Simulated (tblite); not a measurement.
C4H4NO (doublet state).
Atom-mapped SMILES: `[CH3:1][c:2]1[c:3][o:4][n:5][cH:6]1` (hydrogens: H7, H8, H9 on C1; H10 on C6)

A start from a force field or distance geometry was refined with GFN2-xTB geometry optimisation, gas phase in tblite 0.8.0. Values at the start:

```tsv
coordinate	start
C1–C2	1.461 Å
C1–H7	1.103 Å
C2–C3	1.395 Å
C2–C6	1.406 Å
C3–O4	1.355 Å
O4–N5	1.373 Å
N5–C6	1.339 Å
C6–H10	1.079 Å
C1–C2–C3	127.8°
C1–C2–C6	129.1°
C2–C3–O4	108.9°
C2–C6–N5	112.5°
C3–C2–C6	103.2°
C3–O4–N5	110.3°
O4–N5–C6	105.2°
```

Task: How do these coordinates change at the GFN2-xTB level?

Result: 
| coordinate | GFN2-xTB (Å or °) | change |
| --- | --- | --- |
| C3–O4 | 1.307 | -0.048 |
| C2–C3 | 1.369 | -0.026 |
| N5–C6 | 1.314 | -0.025 |
| C1–C2 | 1.483 | +0.022 |
| C1–H7 | 1.087 | -0.016 |
| O4–N5 | 1.363 | -0.010 |
| C2–C6 | 1.415 | +0.009 |
| C6–H10 | 1.072 | -0.007 |
| C2–C3–O4 | 113.5 | +4.6 |
| C3–O4–N5 | 107.4 | -2.9 |
| C3–C2–C6 | 100.3 | -2.9 |
| C1–C2–C3 | 130.5 | +2.7 |
| O4–N5–C6 | 107.0 | +1.8 |
| C2–C6–N5 | 111.8 | -0.7 |
| C1–C2–C6 | 129.2 | +0.1 |

The energy falls by 0.143 eV over 11 L-BFGS steps, the largest force on an atom goes from 2.83 to 0.008 eV/Å, and the atoms move by 0.024 Å rms after alignment. The bond that changes most is C3–O4 (ends: carbon bonded to C and O; oxygen bonded to C and N), which shortens by 0.048 Å. Bonds longer at the end by more than 0.005 Å: 2 of 10; shorter: 7. Rotational constants go from 9959, 3442, 2600 to 10306, 3428, 2614 MHz.

Time: under 0.1 s. Hardware: one thread of an Arm Neoverse V2, on a shared host.

GFN2-xTB frequencies show an imaginary mode (33i cm⁻¹), so the point is no minimum at that level. 2 starts were optimised and ended at 0.00 and 0.04 kcal/mol (GFN2-xTB); the lowest of these is shown.

All values are computed, not measured.
